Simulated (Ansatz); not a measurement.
Methanol (`CO`): measurement beside calculation (Ansatz, PBE0-D4/def2-TZVP geometry).

```xyz
6

C     0.010    0.141   -0.327
O     0.520   -0.307    0.908
H     0.854    0.523   -0.902
H    -0.717    0.955   -0.208
H    -0.458   -0.666   -0.904
H    -0.207   -0.646    1.433
```

Measured: 11.35 ± 0.46 eV (ionisation energy: first ionization threshold from zero-current grid voltage; rms error over all gases 0.46 eV, photoelectron impact ionization spectrometry). Source: Physical Trace Gas Identification with the Photo Electron Ionization Spectrometer (PEIS), 2024 (pmc:10891694).

| level | vertical IE (eV) | minus measured (eV) |
| --- | --- | --- |
| PBE-D4/def2-TZVPP | 10.66 | -0.69 |
| r2SCAN-D4/def2-TZVPP | 10.68 | -0.67 |
| PBE0-D4/def2-TZVPP | 10.79 | -0.56 |
| B3LYP-D4/def2-TZVPP | 10.90 | -0.45 |
| ωB97X-V/def2-TZVPP | 10.90 | -0.45 |
| ωB97M-V/def2-TZVPP | 10.89 | -0.46 |
| B2PLYP/def2-TZVPP | 10.94 | -0.41 |
| HF/def2-TZVPP | 9.69 | -1.66 |
| MP2/def2-TZVPP | 11.34 | -0.01 |
| CCSD/def2-TZVPP | 10.94 | -0.41 |
| CCSD(T)/def2-TZVPP | 10.99 | -0.36 |
| HF/def2-QZVPP | 9.71 | -1.64 |
| MP2/def2-QZVPP | 11.46 | 0.11 |
| HF/CBS(def2) | 9.71 | -1.64 |
| MP2/CBS(def2) | 11.54 | 0.19 |
| CCSD/CBS(def2) | 11.14 | -0.21 |
| CCSD(T)/CBS(def2) | 11.19 | -0.16 |
| −ε(HOMO), LDA (SPW92) | 6.28 | -5.07 |
| −ε(HOMO), PBE | 6.17 | -5.18 |
| −ε(HOMO), revPBE | 6.12 | -5.23 |
| −ε(HOMO), BLYP | 6.11 | -5.24 |
| −ε(HOMO), r2SCAN | 6.53 | -4.82 |
| −ε(HOMO), B97M-V | 6.68 | -4.67 |
| −ε(HOMO), PBE0 | 7.89 | -3.46 |
| −ε(HOMO), B3LYP | 7.65 | -3.70 |
| −ε(HOMO), r2SCANh | 7.18 | -4.17 |
| −ε(HOMO), r2SCAN0 | 8.15 | -3.20 |
| −ε(HOMO), HSE06 | 7.48 | -3.87 |
| −ε(HOMO), BHLYP | 9.58 | -1.77 |
| −ε(HOMO), CAM-B3LYP | 9.41 | -1.94 |
| −ε(HOMO), LC-ωPBE | 10.76 | -0.59 |
| −ε(HOMO), ωB97X-V | 10.43 | -0.92 |
| −ε(HOMO), ωB97M-V | 10.36 | -0.99 |

Computed values are vertical and leave out zero-point energy and spin–orbit coupling, so an adiabatic measurement lies lower by the cation's relaxation.

Measured: 3682 cm⁻¹ (nu1 fundamental, OH stretch, gas-phase infrared spectroscopy (literature)); 3004 cm⁻¹ (nu2 fundamental, asymmetric CH stretch, gas-phase infrared spectroscopy (literature)); 2845 cm⁻¹ (nu3 fundamental, symmetric CH stretch, gas-phase infrared spectroscopy (literature)); 1335 cm⁻¹ (nu6 fundamental, OH bend, gas-phase infrared spectroscopy (literature)); 1070 cm⁻¹ (nu7 fundamental, parallel CH3 rock, gas-phase infrared spectroscopy (literature)); 1034 cm⁻¹ (nu8 fundamental, CO stretch, gas-phase infrared spectroscopy (literature)); 9.1 cm⁻¹ (torsional tunneling splitting, vibrational ground state, earlier experiment); 3681.5 cm⁻¹ (CH3OH, O-H stretch fundamental, gas-phase IR); 2844.2 cm⁻¹ (CH3OH, nu3 symmetric CH3 stretch, gas-phase IR); 1033.5 cm⁻¹ (CH3OH, C-O stretch fundamental, gas-phase IR); 3686 cm⁻¹ (OH stretch fundamental, monomer, jet FTIR spectroscopy); 3686 cm⁻¹ (OH stretching fundamental of monomer, jet-FTIR). Source: High-resolution cavity ring-down spectroscopy of the $\nu_1 + \nu_6$ combination band of methanol at 2.0 $\mu$m, 2019 (arxiv:1911.10592); Hydrogen Delocalization in an Asymmetric Biomolecule: The Curious Case of Alpha-Fenchol, 2021 (pmc:8746872); How Vibrational Notations Can Spoil Infrared Spectroscopy: A Case Study on Isolated Methanol, 2024 (pmc:11613289); The phenyl vinyl ether–methanol complex: a model system for quantum chemistry benchmarking, 2018 (pmc:6036964); Soft hydrogen bonds to alkenes: the methanol–ethene prototype under experimental and theoretical scrutiny, 2015 (pmc:5707488).

Harmonic PBE0-D4 wavenumbers (cm⁻¹, unscaled): 306, 1064, 1107, 1174, 1374, 1477, 1490, 1506, 3005, 3057, 3131, 3880. Fundamentals include anharmonicity and usually lie a few per cent under these; harmonic values from spectra compare directly.

Enthalpy of formation at 298 K: -48.0 kcal/mol (zero for an element's reference state; older measured values of the G2 set, as listed by Staroverov and co-workers, J. Chem. Phys. 119, 12129, 2003). With their computed zero-point and thermal terms and the atoms' enthalpies of Curtiss and co-workers (1997) it gives an electronic atomization energy of 512.5 kcal/mol.

```
             level  atomization (kcal/mol)   error  error per bond
       LDA (SPW92)                   585.5    73.0            14.6
            PBE-D4                   520.4     7.9             1.6
         revPBE-D4                   507.9    -4.6            -0.9
           BLYP-D4                   512.4    -0.1             0.0
         r2SCAN-D4                   511.3    -1.2            -0.2
            B97M-V                   510.5    -2.0            -0.4
           PBE0-D4                   510.2    -2.4            -0.5
          B3LYP-D4                   512.4    -0.1             0.0
        r2SCANh-D4                   508.0    -4.5            -0.9
        r2SCAN0-D4                   503.2    -9.3            -1.9
          HSE06-D4                   510.6    -1.9            -0.4
          BHLYP-D4                   495.5   -17.0            -3.4
      CAM-B3LYP-D4                   514.7     2.2             0.4
           ωB97X-V                   511.7    -0.8            -0.2
           ωB97M-V                   513.1     0.6             0.1
            B2PLYP                   507.8    -4.7            -0.9
          PBE-QIDH                   506.3    -6.3            -1.3
               PBE                   519.5     7.0             1.4
            revPBE                   503.8    -8.8            -1.8
              BLYP                   510.1    -2.4            -0.5
            r2SCAN                   511.1    -1.4            -0.3
              PBE0                   509.4    -3.1            -0.6
             B3LYP                   510.9    -1.6            -0.3
           r2SCANh                   507.8    -4.7            -0.9
           r2SCAN0                   503.0    -9.6            -1.9
             HSE06                   509.9    -2.6            -0.5
             BHLYP                   494.6   -17.9            -3.6
         CAM-B3LYP                   514.0     1.5             0.3
           LC-ωPBE                   509.6    -2.9            -0.6
     HF/def2-TZVPP                   368.8  -143.7           -28.7
    MP2/def2-TZVPP                   506.2    -6.3            -1.3
SCS-MP2/def2-TZVPP                   506.2    -6.3            -1.3
   CCSD/def2-TZVPP                   494.9   -17.7            -3.5
CCSD(T)/def2-TZVPP                   501.0   -11.6            -2.3
     HF/def2-QZVPP                   369.5  -143.0           -28.6
    MP2/def2-QZVPP                   513.9     1.4             0.3
SCS-MP2/def2-QZVPP                   514.8     2.3             0.5
   CCSD/def2-QZVPP                   501.4   -11.1            -2.2
CCSD(T)/def2-QZVPP                   508.0    -4.5            -0.9
      HF/CBS(def2)                   369.6  -142.9           -28.6
     MP2/CBS(def2)                   519.1     6.6             1.3
    CCSD/CBS(def2)                   505.8    -6.7            -1.3
 CCSD(T)/CBS(def2)                   512.9     0.4             0.1
```

Functionals use def2-TZVPP; B3LYP here is the variant with VWN-RPA as its local correlation; programs differ in this. The calculations leave out spin–orbit coupling, scalar relativity and, for the correlated methods, core correlation; together these are worth up to about 1 kcal/mol a heavy atom. HSE06 is defined as in plane-wave codes. CBS extrapolates def2-TZVPP and def2-QZVPP. T1 = 0.009.
